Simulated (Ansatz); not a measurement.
## BH4 (charge -1), singlet: energies of several shapes or isomers

Computed with Ansatz's Gaussian-basis code (development build). Basis cc-pVDZ, nonrelativistic, 1 orbital frozen in the corrections; active space CAS(8,8). Restricted Hartree–Fock, then the lowest state-specific CASSCF solution met for each case. Single-reference values can break down or jump between states where bonds are stretched. Solutions in different active orbitals can move differences by tenths of an eV and at times more than 1 eV.

Case A:

| atom | x (Å) | y (Å) | z (Å) |
| --- | --- | --- | --- |
| B | 0.0000 | 0.0000 | 0.0000 |
| H | 0.7808 | 0.7808 | 0.7808 |
| H | 0.7808 | -0.7808 | -0.7808 |
| H | -0.7808 | 0.7808 | -0.7808 |
| H | -0.7808 | -0.7808 | 0.7808 |

Case B:

```xyz
5

B     0.0000    0.0000    0.0000
H     0.6651    0.6651    0.6651
H     0.6651   -0.6651   -0.6651
H    -0.6651    0.6651   -0.6651
H    -0.6651   -0.6651    0.6651
```

Case C:

```csv
atom,x (Å),y (Å),z (Å)
B,0.0000,0.0000,0.0000
H,0.7229,0.7229,0.7229
H,0.7229,-0.7229,-0.7229
H,-0.7229,0.7229,-0.7229
H,-0.7229,-0.7229,0.7229
```

Energy less that of case A, in eV:

```
case  RHF/ROHF  CASSCF
   B    +0.151  +0.497
   C    -0.334  -0.142
```

(1) What does SC-NEVPT2 give for these differences?

(2) Which case is lowest, and do the methods agree?

Answers

(1) B: +0.300 eV (6.9 kcal/mol); C: -0.247 eV (-5.7 kcal/mol).

(2) C is lowest in SC-NEVPT2. Of the methods shown, RHF/ROHF, CASSCF agree.
